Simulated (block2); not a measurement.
# MgCl2 (SMILES [Cl][Mg][Cl]): DMRG/STO-6G

What is the vertical singlet–triplet gap of MgCl2 at DMRG/STO-6G? 

Program for the calculation: block2 0.5.4.

3 further runs of the same task are left out: 3 set aside as unsound or not needed. Runs told in other sessions of the task aren't counted.

## 1. The molecule

MgCl2 has 3 atoms, charge 0, and is taken as a singlet. As SMILES, `[Cl][Mg][Cl]`. The shape is that of a PBE0-D4/def2-TZVP optimisation.

Bond lengths: Cl1–Mg2 2.169 Å, Mg2–Cl3 2.169 Å. Angles: Cl1–Mg2–Cl3 179.9°.

## 2. A single-point energy at DMRG/STO-6G

dmrg.py reads:

```python
import numpy as np
from pyscf import cc, dft, gto, lo, mp, scf
from pyblock2._pyscf.ao2mo import integrals as itg
from pyblock2.driver.core import DMRGDriver, SymmetryTypes
from scipy.stats import linregress

mol = gto.M(atom="""
Cl     0.464200     2.042800     0.469200
Mg    -0.005100    -0.021200    -0.004700
Cl    -0.470100    -2.086400    -0.477600
""", basis="sto-6g", charge=0, spin=0, verbose=3, max_memory=2000)
print("basis functions                = %d" % (mol.nao))
mf = scf.RHF(mol)
mf.conv_tol = 1e-10
mf.max_cycle = 200
mf.kernel()
if not mf.converged:
    mf = mf.newton().run(mf.mo_coeff, mf.mo_occ)
print(f"reference energy               = {mf.e_tot:.10f}")
# MP2, CCSD and CCSD(T) with the same frozen core
ref = mf
pt = mp.MP2(ref, frozen=11).run()
mycc = cc.CCSD(ref, frozen=11)
mycc.max_cycle = 150
mycc.kernel()
print("MP2 total energy               = %.10f" % (pt.e_tot))
if mycc.converged:
    print("CCSD total energy              = %.10f" % (mycc.e_tot))
    print("E(CCSD(T))                     = %.10f" % (mycc.e_tot + mycc.ccsd_t()))
    print("T1 diagnostic                  = %.4f" % (mycc.get_t1_diagnostic()))
# a few density functionals on the same geometry and basis
ks = dft.RKS(mol, xc="hse06").set(conv_tol=1e-9, verbose=3).run()
if ks.converged:
    print(f"E(HSE06)                       = {ks.e_tot:.8f}")
ks = dft.RKS(mol, xc="wb97x").set(conv_tol=1e-9, verbose=3).run()
if ks.converged:
    print(f"E(wB97X)                       = {ks.e_tot:.8f}")
ks = dft.RKS(mol, xc="b3lyp").set(conv_tol=1e-9, verbose=3).run()
if ks.converged:
    print(f"E(B3LYP)                       = {ks.e_tot:.8f}")
ks = dft.RKS(mol, xc="tpss").set(conv_tol=1e-9, verbose=3).run()
if ks.converged:
    print(f"E(TPSS)                        = {ks.e_tot:.8f}")
ks = dft.RKS(mol, xc="r2scan").set(conv_tol=1e-9, verbose=3).run()
if ks.converged:
    print(f"E(r2SCAN)                      = {ks.e_tot:.8f}")
# localise doubly occupied and virtual orbitals apart
mo = mf.mo_coeff.copy()
for a, b in ((11, 23), (23, 27)):
    if b - a > 1:
        mo[:, a:b] = lo.PM(mol, mo[:, a:b]).kernel()
mf.mo_coeff = mo
ncas, n_elec, spin, ecore, h1e, g2e, orb_sym = itg.get_rhf_integrals(mf, ncore=11, ncas=16, pg_symm=False, g2e_symm=1)
driver = DMRGDriver(scratch="./tmp", symm_type=SymmetryTypes.SU2, stack_mem=1500 << 20, n_threads=1)
# order the orbitals along the chain
idx = driver.orbital_reordering(h1e, g2e, method="gaopt")
print("orbital order:", idx.tolist())
h1e = h1e[np.ix_(idx, idx)]
g2e = g2e[np.ix_(idx, idx, idx, idx)]
orb_sym = np.array(orb_sym)[idx]
driver.initialize_system(n_sites=ncas, n_elec=n_elec, spin=spin, orb_sym=orb_sym)
mpo = driver.get_qc_mpo(h1e=h1e, g2e=g2e, ecore=ecore, iprint=1)
occs = np.array([1.9] * 12 + [0.1] * 4)[idx]
ket = driver.get_random_mps(tag="GS", bond_dim=25, nroots=1, occs=occs)
bond_dims = [25] * 2 + [50] * 4 + [100] * 4
noises = [0.0001] * 2 + [0.0001] * 4 + [1e-05] * 4 + [0]
thrds = [1e-07] * 10
e = driver.dmrg(mpo, ket, n_sweeps=16, tol=1e-07, bond_dims=bond_dims, noises=noises, thrds=thrds, iprint=1)
ms, dws, es = driver.get_dmrg_results()
print("DW                             = %.3e" % (dws[-1]))
print("total energy                   = %.10f" % (e))
dm1 = driver.get_1pdm(ket)
print("occupation numbers             =", np.round(np.linalg.eigvalsh(dm1)[::-1], 5).tolist())
c_act = mf.mo_coeff[:, 11:27][:, idx]
dm_ao = c_act @ dm1 @ c_act.T + 2 * mf.mo_coeff[:, :11] @ mf.mo_coeff[:, :11].T
print("dipole moment (debye)          =", np.round(scf.hf.dip_moment(mol, dm_ao, verbose=0), 4).tolist())
print("largest bipartite entropy      = %.4f" % (max(driver.get_bipartite_entanglement(ket))))
csf, coef = driver.get_csf_coefficients(ket, cutoff=0.05, iprint=1)
print(f"leading coefficient squared    = {np.max(np.abs(coef)) ** 2:.4f}")
# extrapolation to zero discarded weight
ket = driver.adjust_mps(ket, dot=2)[0]
back = [90, 75, 60, 45]
driver.dmrg(mpo, ket, n_sweeps=4 * len(back), tol=0, bond_dims=[m for m in back for _ in range(4)], noises=[0] * (4 * len(back)), thrds=[1e-9] * (4 * len(back)), iprint=1)
ms, dws, es = driver.get_dmrg_results()
ms, dws, es = ms[3::4], dws[3::4], np.array(es)[3::4, 0]
fit = linregress(dws, es)
print("M values                       =", np.round(ms, 1).tolist())
print("discarded weights              =", np.round(dws, 12).tolist())
print("E(M)                           =", np.round(es, 9).tolist())
print("extrapolated energy            = %.8f" % (fit.intercept))
print("extrapolation error            = %.3e" % (abs(fit.intercept - es.min()) / 5))
```

On the command line:

```
python dmrg.py
```

Log:

```text
basis functions                = 27
[... 1 line left out ...]
reference energy               = -1113.3246697219
[... 4 lines left out ...]
CCSD total energy              = -1113.3510458848
[... 5 lines left out ...]
converged SCF energy = -1114.99373433925
[... 3 lines left out ...]
converged SCF energy = -1115.04994912092
[... 4 lines left out ...]
integral symmetrize error =  0.0
integral cutoff error =  0.0
[... 64 lines left out ...]
total energy                   = -1113.3520307736
[... 6 lines left out ...]
Sum of weights of included CSF =    0.980599824139156
[... 37 lines left out ...]
Sweep =   11 | Direction =  forward | Bond dimension =   60 | Noise =  0.00e+00 | Dav threshold =  1.00e-09
Time elapsed =     33.930 | E =   -1113.3520011679 | DE = 7.26e-07 | DW = 2.53751e-06

Sweep =   12 | Direction = backward | Bond dimension =   45 | Noise =  0.00e+00 | Dav threshold =  1.00e-09
Time elapsed =     35.521 | E =   -1113.3519923389 | DE = 8.83e-06 | DW = 1.39144e-05

Sweep =   13 | Direction =  forward | Bond dimension =   45 | Noise =  0.00e+00 | Dav threshold =  1.00e-09
Time elapsed =     36.850 | E =   -1113.3519510173 | DE = 4.13e-05 | DW = 1.00661e-05

Sweep =   14 | Direction = backward | Bond dimension =   45 | Noise =  0.00e+00 | Dav threshold =  1.00e-09
Time elapsed =     38.137 | E =   -1113.3519536631 | DE = -2.65e-06 | DW = 9.47816e-06

Sweep =   15 | Direction =  forward | Bond dimension =   45 | Noise =  0.00e+00 | Dav threshold =  1.00e-09
Time elapsed =     39.448 | E =   -1113.3519536998 | DE = -3.66e-08 | DW = 9.47731e-06

M values                       = [90, 75, 60, 45]
discarded weights              = [7.61346e-07, 1.751858e-06, 2.537509e-06, 9.477311e-06]
E(M)                           = [-1113.352028574, -1113.352020825, -1113.352001168, -1113.3519537]
extrapolated energy            = -1113.35203135
extrapolation error            = 5.559e-07
```

It took 1.7 min on 1 thread of Arm Neoverse V1, shared host; peak memory 0.36 GiB.

## 3. The triplet: the energy at DMRG/STO-6G

job.py reads:

```python
import numpy as np
from pyscf import cc, dft, gto, mcscf, mp, scf
from pyblock2._pyscf.ao2mo import integrals as itg
from pyblock2.driver.core import DMRGDriver, SymmetryTypes

geom = """
Cl     0.87721087     3.86033253     0.88665950
Mg    -0.00963760    -0.04006219    -0.00888171
Cl    -0.88836025    -3.94272459    -0.90253320
"""
mol = gto.M(
    atom=geom,
    basis="sto-6g",
    unit="bohr",
    charge=0,
    spin=2,
    verbose=4,
)
print("basis functions: %d" % (mol.nao))
mf = scf.ROHF(mol)
mf.conv_tol = 1e-10
mf.max_cycle = 200
mf.kernel()
if not mf.converged:
    mf = mf.newton().run(mf.mo_coeff, mf.mo_occ)
print("SCF energy: %.10f" % (mf.e_tot))
# MP2, CCSD and CCSD(T) with the same frozen core
ref = scf.UHF(mol).run(mf.make_rdm1(), conv_tol=1e-10)
pt = mp.MP2(ref, frozen=11).run()
mycc = cc.CCSD(ref, frozen=11)
mycc.max_cycle = 150
mycc.kernel()
print("E(MP2): %.10f" % (pt.e_tot))
if mycc.converged:
    print("CCSD total energy: %.10f" % (mycc.e_tot))
    print("E(CCSD(T)): %.10f" % (mycc.e_tot + mycc.ccsd_t()))
# a few density functionals on the same geometry and basis
ks = dft.UKS(mol, xc="hse06").set(conv_tol=1e-9, verbose=3).run(mf.make_rdm1())
if ks.converged:
    print(f"E(HSE06): {ks.e_tot:.8f}")
ks = dft.UKS(mol, xc="wb97x").set(conv_tol=1e-9, verbose=3).run(mf.make_rdm1())
if ks.converged:
    print("E(wB97X): %.8f" % (ks.e_tot))
ks = dft.UKS(mol, xc="b3lyp").set(conv_tol=1e-9, verbose=3).run(mf.make_rdm1())
if ks.converged:
    print(f"E(B3LYP): {ks.e_tot:.8f}")
ks = dft.UKS(mol, xc="tpss").set(conv_tol=1e-9, verbose=3).run(mf.make_rdm1())
if ks.converged:
    print(f"E(TPSS): {ks.e_tot:.8f}")
ks = dft.UKS(mol, xc="r2scan").set(conv_tol=1e-9, verbose=3).run(mf.make_rdm1())
if ks.converged:
    print(f"E(r2SCAN): {ks.e_tot:.8f}")
# natural orbitals of MP2 give a compact matrix product state
occ_no, mo = mcscf.addons.make_natural_orbitals(mp.MP2(mf.to_uhf(), frozen=11).run())
mf.mo_coeff = mo
ncas, n_elec, spin, ecore, h1e, g2e, orb_sym = itg.get_rhf_integrals(mf, ncore=11, ncas=16, pg_symm=False, g2e_symm=1)
drv = DMRGDriver(scratch="./tmp", symm_type=SymmetryTypes.SU2, stack_mem=1500 << 20, n_threads=1)
# order the orbitals along the chain
idx = drv.orbital_reordering(h1e, g2e, method="fiedler")
print("orbital order:", idx.tolist())
h1e = h1e[np.ix_(idx, idx)]
g2e = g2e[np.ix_(idx, idx, idx, idx)]
orb_sym = np.array(orb_sym)[idx]
drv.initialize_system(n_sites=ncas, n_elec=n_elec, spin=spin, orb_sym=orb_sym)
mpo = drv.get_qc_mpo(h1e=h1e, g2e=g2e, ecore=ecore, iprint=0)
occs = np.array([1.9] * 11 + [1.0] * 2 + [0.1] * 3)[idx]
mps = drv.get_random_mps(tag="GS", bond_dim=50, nroots=1, occs=occs)
bond_dims = [50] * 3 + [100] * 3 + [200] * 4
noises = [0.0001] * 3 + [0.0001] * 3 + [1e-05] * 4 + [0]
thrds = [1e-09] * 10
e = drv.dmrg(mpo, mps, n_sweeps=16, tol=1e-07, bond_dims=bond_dims, noises=noises, thrds=thrds, iprint=1)
ms, dws, es = drv.get_dmrg_results()
print("DW: %.3e" % (dws[-1]))
print(f"E(final): {e:.10f}")
dm1 = drv.get_1pdm(mps)
print("NOONs:", np.round(np.linalg.eigvalsh(dm1)[::-1], 5).tolist())
c_act = mf.mo_coeff[:, 11:27][:, idx]
dm_ao = c_act @ dm1 @ c_act.T + 2 * mf.mo_coeff[:, :11] @ mf.mo_coeff[:, :11].T
print("dipole moment (debye):", np.round(scf.hf.dip_moment(mol, dm_ao, verbose=0), 4).tolist())
print(f"max block entropy: {max(drv.get_bipartite_entanglement(mps)):.4f}")
csf, coef = drv.get_csf_coefficients(mps, cutoff=0.08, iprint=1)
print(f"c0^2: {np.max(np.abs(coef)) ** 2:.4f}")
# FCI check
ci = mcscf.CASCI(mf, 16, (13, 11))
ci.fix_spin_(ss=2)
ci.fcisolver.conv_tol = 1e-10
ci.fcisolver.max_cycle = 200
ci.kernel()
print("E(FCI): %.10f" % (ci.e_tot))
```

On the command line:

```
python job.py
```

Log:

```text
[INPUT] verbose = 4
[INPUT] num. atoms = 3
[INPUT] num. electrons = 46
[INPUT] charge = 0
[INPUT] spin (= nelec alpha-beta = 2S) = 2
[INPUT] symmetry False subgroup None
[INPUT] Mole.unit = bohr
[INPUT] Symbol           X                Y                Z      unit          X                Y                Z       unit  Magmom
[INPUT]  1 Cl     0.464200001575   2.042800001449   0.469200001246 AA    0.877210870000   3.860332530000   0.886659500000 Bohr   0.0
[INPUT]  2 Mg    -0.005099998288  -0.021199997968  -0.004699998526 AA   -0.009637600000  -0.040062190000  -0.008881710000 Bohr   0.0
[INPUT]  3 Cl    -0.470099999387  -2.086400001962  -0.477600001539 AA   -0.888360250000  -3.942724590000  -0.902533200000 Bohr   0.0

[... 91 lines left out ...]
WARN: HOMO -0.0336184434372708 >= LUMO -0.0765810777065355
[... 112 lines left out ...]
WARN: HOMO 0.0536327938810778 >= LUMO -0.18226899538537
[... 37 lines left out ...]
WARN: HOMO -0.0332195079906176 >= LUMO -0.129597105228017
[... 47 lines left out ...]
WARN: HOMO 0.0784656524447927 >= LUMO -0.183665006252963
[... 27 lines left out ...]
SCF not converged.
[... 35 lines left out ...]
WARN: HOMO 0.079472727031441 >= LUMO -0.196211315631869
[... 27 lines left out ...]
WARN: HOMO 0.0794729491674793 >= LUMO -0.196215206822974
[... 27 lines left out ...]
WARN: HOMO 0.0794737172191923 >= LUMO -0.196198358382677
[... 19 lines left out ...]
SCF not converged.
[... 53 lines left out ...]
Sum of weights of included CSF =    0.976429875409987
[... 1 line left out ...]
CSF          0 00-022222222222-  =    0.962426255377961
CSF          1 000-2222222222-2  =   -0.140286310398850
CSF          2 00-0222222222-22  =    0.130625173500198
CSF          3 002022222-2222-2  =    0.115855053976353
c0^2: 0.9263

******** <class 'pyscf.mcscf.casci.CASCI'> ********
CAS (13e+11e, 16o), ncore = 11, nvir = 0
natorb = False
canonicalization = True
sorting_mo_energy = False
max_memory 1800 MB (current use 324 MB)
******** <class 'pyscf.fci.addons.SpinPenaltyFCISolver'> ********
max. cycles = 200
conv_tol = 1e-10
davidson only = True
linear dependence = 1e-12
level shift = 0.001
max iter space = 12
max_memory 1800 MB
nroots = 1
pspace_size = 400
spin = None
Density matrix diagonal elements [1.99976978 1.99977407 1.99946327 1.99866994 1.99913404 1.99904128
 1.99895315 1.99678791 1.98873277 1.98205013 1.95452426 1.04202857
 0.99335019 0.02758913 0.01050197 0.00962953]
CASCI converged
CASCI E = -1113.04466183051  E(CI) = -130.789191388433  S^2 = 2.0000000
E(FCI): -1113.0446618305
```

Wall time 5.1 min (1 thread of Arm Neoverse V1, shared host); peak memory 0.82 GiB.

## 4. Results

Level: DMRG/STO-6G, 11 core orbitals frozen.

| quantity | value |
| --- | --- |
| run 1, DMRG/STO-6G: total energy | -1113.35203 Eh |
| run 1, DMRG/STO-6G: dipole moment (of the density that the program reports) | 0.01 D |
| run 1, DMRG/STO-6G: T1 diagnostic of the CCSD step | 0.007 |
| triplet: total energy | -1113.04465 Eh |
| triplet: dipole moment (of the density that the program reports) | 0.00 D |
| vertical energy of the triplet above the singlet | 8.364 eV |

In words: At this shape the triplet lies 8.36 eV (807 kJ/mol) above the singlet. In a minimal basis such a difference can be off by several eV, whatever the method.
